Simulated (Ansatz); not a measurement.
System: C2HF3N, charge 1, multiplicity 1. It need not be the lowest isomer of its formula. 
Geometry from a B3LYP-D3(BJ)/def2-TZVP (Ansatz, a program for electronic structure) optimisation:
```xyz
7

C     -0.0016    -0.0002    -0.4600
C      0.0038     0.0005     1.0998
F     -0.0219     1.2533    -0.8417
F      1.0923    -0.6108    -0.8447
F     -1.0791    -0.6437    -0.8372
N      0.0077     0.0010     2.2322
H      0.0112     0.0015     3.2478
```
Charge +1, spin multiplicity 1.

Parts of the frozen-core correlation energy in cc-pVDZ (Ansatz, hartree). Frozen orbitals: 6; correlated occupied orbitals by spin: 17 and 17; virtual: 66 and 66. No spin-orbit coupling. No relativistic terms.

```tsv
term	value
reference (HF)	-428.77051
MP2 opposite-spin	-0.69653
MP2 same-spin	-0.26167
CCSD correlation	-0.97322
(T)	-0.02708
T1 diagnostic	0.014
largest doubles amplitude	0.088
```
